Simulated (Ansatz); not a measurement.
The input, for Ansatz 0.2.0:

```yaml
crystal:
  periodic: [false, false, false]
  atoms:
    - {symbol: Na, position_ang: [1.290585, 0.000000, 0.887794]}
    - {symbol: Mg, position_ang: [-1.230293, 0.000000, -0.768113]}
    - {symbol: H, position_ang: [0.230196, 0.000000, -1.727476]}
basis:
  gaussian: {orbitals: def2-SVPD, fitting: {mean_field: def2-universal-jkfit}}
magnetization: {spin_polarized: true, initial_magnetization: 0}
correlation: {method: ccsd_t, electrons: valence}
```

```sh
$ ansatz run in.yaml --threads 1 --pin off --events-out ev --progress --plain --max-ram 2393MiB
```

Log:

```
242 factors; integrals over basis functions are off by at most 5.3e-1 eV
mean field evaluation 1: about -9846.0420 eV, gradient 5.0e0 eV
mean field evaluation 2: about -9846.4709 eV, gradient 1.1e0 eV
mean field evaluation 4: about -9846.5084 eV, gradient 8.7e-2 eV
mean field evaluation 8: about -9846.6330 eV, gradient 7.7e-1 eV
mean field evaluation 16: about -9846.5310 eV, gradient 4.4e-3 eV
mean field evaluation 32: about -9844.1143 eV, gradient 7.0e0 eV
mean field evaluation 64: about -9846.9368 eV, gradient 3.1e-1 eV
mean field evaluation 96: about -9842.1297 eV, gradient 4.5e0 eV
mean field evaluation 128: about -9843.6606 eV, gradient 4.7e0 eV
mean field evaluation 160: about -9845.4749 eV, gradient 1.2e0 eV
mean field evaluation 192: about -9843.6958 eV, gradient 4.8e0 eV
mean field evaluation 224: about -9842.5361 eV, gradient 2.3e0 eV
mean field evaluation 256: about -9846.8106 eV, gradient 8.1e-1 eV
mean field evaluation 288: about -9843.7601 eV, gradient 3.6e0 eV
mean field evaluation 320: about -9844.1500 eV, gradient 3.8e-4 eV
mean field -9846.94120471 eV, -361.8684147768 hartree, gradient 2.0e-6 eV, S^2 0.804091; 16 other end points of the search recorded, 0 dependent functions left out
determinant -9846.94120471 eV, -361.8684147768 hartree, with singles and doubles -9848.55183124 eV, -361.9276042099 hartree
determinant -9846.19652407 eV, -361.8410482680 hartree, with singles and doubles -9847.96462593 eV, -361.9060248127 hartree
determinant -9845.41932497 eV, -361.8124867277 hartree, with singles and doubles -9847.16012449 eV, -361.8764599302 hartree
determinant -9844.39555826 eV, -361.7748639950 hartree, with singles and doubles -9845.81571539 eV, -361.8270538069 hartree
determinant -9843.81539300 eV, -361.7535433152 hartree, with singles and doubles -9845.72018801 eV, -361.8235432407 hartree
determinant -9846.50898833 eV, -361.8525311175 hartree, with singles and doubles -9848.65877425 eV, -361.9315342930 hartree
2 core orbitals not correlated: weight in the atoms' cores, before any rotation towards them, 1.000 or more for the frozen orbitals, at most 0.000 for the correlated occupied ones
reference -9846.94120471 eV, -361.8684147768 hartree; 10, 10 occupied and 35, 35 virtual orbitals, 242 factors
second order -1.14246492 eV of doubles, -0.00000000 eV of singles
cycle   1  -1.60348502 eV  change   -1.2e-1 eV  update   2.6e-2
cycle   2  -1.61102292 eV  change   -7.5e-3 eV  update   1.5e-2
cycle   3  -1.61845142 eV  change   -7.4e-3 eV  update   1.2e-2
cycle   4  -1.62950354 eV  change   -1.1e-2 eV  update   1.1e-2
cycle   5  -1.65325362 eV  change   -2.4e-2 eV  update   9.1e-3
cycle   6  -1.67279334 eV  change   -2.0e-2 eV  update   6.0e-3
cycle   7  -1.67930544 eV  change   -6.5e-3 eV  update   3.0e-3
cycle   8  -1.68132796 eV  change   -2.0e-3 eV  update   1.3e-3
cycle   9  -1.68206162 eV  change   -7.3e-4 eV  update   6.7e-4
cycle  10  -1.68213899 eV  change   -7.7e-5 eV  update   3.7e-4
cycle  11  -1.68208927 eV  change    5.0e-5 eV  update   2.5e-4
cycle  12  -1.68216306 eV  change   -7.4e-5 eV  update   1.7e-4
cycle  13  -1.68217693 eV  change   -1.4e-5 eV  update   8.3e-5
cycle  14  -1.68217593 eV  change    1.0e-6 eV  update   3.8e-5
cycle  15  -1.68218114 eV  change   -5.2e-6 eV  update   1.8e-5
perturbative correction -0.05112765 eV, -0.0018789063 hartree
Total energy: -9848.67451350 eV, -361.9321126999 hartree
```

Ran on 1 thread of Intel Xeon, shared host: 5.5 s wall, 0.21 GiB peak host memory.
